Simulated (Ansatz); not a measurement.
The same path of H₅NOSi (8 atoms, charge 0, multiplicity 1) was run 3 times with different band settings. The coordinate that changes most is the dihedral N1–Si2–O3–H8.

Computed with Ansatz 0.2.0, RKS B3LYP-D4/def2-TZVP.

Relaxed end points:

```xyz
8
Properties=species:S:1:pos:R:3
N -0.863 0.692 -0.762
Si 0.453 0.091 0.141
O 0.129 -1.409 0.763
H -1.069 0.333 -1.681
H -1.696 1.028 -0.306
H 0.714 1.038 1.251
H 1.624 0.008 -0.764
H 0.799 -1.838 1.302
```

```xyz
8
Properties=species:S:1:pos:R:3
N -0.872 0.538 -0.682
Si 0.585 0.112 0.103
O 0.691 -1.447 0.645
H -1.163 0.164 -1.569
H -1.602 1.060 -0.227
H 0.699 1.066 1.232
H 1.720 0.202 -0.834
H 0.034 -1.753 1.276
```

Common settings: spring 5.0 eV/Å²; optimiser quadratic models (default); force threshold 0.05 eV/Å; iteration limit 60; end points relaxed.

| run | movable images | climbing image | start path |
| --- | --- | --- | --- |
| 1 | 5 | yes | through a guess of the saddle point |
| 2 | 5 | yes | straight line |
| 3 | 3 | no | through a guess of the saddle point |

(1) What does each run give, and how far can it be trusted?

## Answers

(1) Run 1: converged after 8 iterations, highest image 0.002 eV above the first end. The top lies less than 8 meV above the higher end, about what the thresholds resolve: that end is a shoulder or a very shallow well. A vibrational analysis at the climbing image gives one clearly imaginary mode, 125i cm⁻¹: a first-order saddle point.
Run 2: converged after 9 iterations, highest image 0.001 eV above the first end. The top lies less than 8 meV above the higher end, about what the thresholds resolve: that end is a shoulder or a very shallow well. Another band between the same ends (5 images) ends at a top of the same energy, where a vibrational analysis finds 1 clearly imaginary mode.
Run 3: converged after 8 iterations, highest image 0.000 eV above the first end. The top lies less than 8 meV above the higher end, about what the thresholds resolve: that end is a shoulder or a very shallow well. No image climbed, so the highest image needn't sit at the top of the path. So few images can step over the top or miss a turn of the path.
